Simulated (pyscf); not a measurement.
Structures and frequencies: ωB97X-D3(BJ)/def2-SVP in PySCF.

Task: Estimate the classical barrier height and the reaction energy of •O–In(Cl)–Cl (SMILES [O][In]([Cl])[Cl]) + H₂ (SMILES [H][H]) → HO–In(Cl)–Cl (SMILES [OH][In]([Cl])[Cl]) + H• (SMILES [H]) at ωB97M-D3(BJ)/def2-TZVP. The step runs on the doublet surface, breaks H–H and forms H–O; take the separated reactants as zero.

Result: ΔE‡ = 3.0 kcal/mol, ΔE = -13.5 kcal/mol. Zero-point energy shifts the barrier by -0.2 kcal/mol. It is a hydrogen abstraction, with an imaginary mode of 899i cm⁻¹. One saddle was located; it need not be the lowest between these sides. The angle at the transferred H is 153°. Elements past Kr carry the def2 core potentials, without spin-orbit coupling.
